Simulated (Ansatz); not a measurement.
Compare A (`C=CCC#N`) with its isomer B (`C/C=C/C#N`).

Computed with Ansatz on PBE0-D4/def2-TZVP structures; ΔE is electronic, products minus reactants. CCSD(T)/CBS adds triple-zeta CCSD(T) − MP2 to the extrapolated MP2 energy (def2 sets, frozen cores). This one scheme is used for every species. Functionals use def2-TZVPP. B3LYP here is the variant with VWN-RPA as its local correlation; programs differ in this. Each species was taken in one conformer, which may not be the lowest.

A:

```xyz
10

C     0.159    1.431    0.429
C     0.691    0.221    0.477
C     0.117   -1.012   -0.163
C    -1.128   -0.780   -0.875
N    -2.113   -0.581   -1.432
H    -0.769    1.627   -0.098
H     0.640    2.267    0.920
H     1.621    0.052    1.012
H     0.840   -1.442   -0.866
H    -0.059   -1.783    0.596
```

B:

```xyz
10

C    -1.255    0.886    0.076
C    -0.276   -0.215    0.245
C     0.942   -0.230   -0.299
C     1.850   -1.306   -0.111
N     2.601   -2.169    0.030
H    -1.533    1.305    1.048
H    -0.863    1.688   -0.551
H    -2.179    0.510   -0.375
H    -0.580   -1.061    0.855
H     1.292    0.592   -0.917
```

(1) Which isomer does CCSD(T)/CBS put lower? Give the gap. (Estimate.)

(2) Give E(B) − E(A) in kJ/mol with r2SCAN-D4, CCSD(T)/def2-TZVPP, PBE0-D4, B3LYP, ωB97M-V, CCSD/def2-TZVPP, MP2/def2-TZVPP. (Estimate.)

Largest T1 diagnostic: 0.013.

Results:

(1) Ansatz gave: B, by 14.2 kJ/mol.

(2) Ansatz gave: r2SCAN-D4 -24.0, CCSD(T)/def2-TZVPP -14.9, PBE0-D4 -20.6, B3LYP -23.4, ωB97M-V -14.4, CCSD/def2-TZVPP -13.4, MP2/def2-TZVPP -16.1. None reverses the order clearly.

From PBE to PBE0 (25 % exact exchange), in def2-TZVPP and without D4, E(B) − E(A) moves by +3.7 kJ/mol.
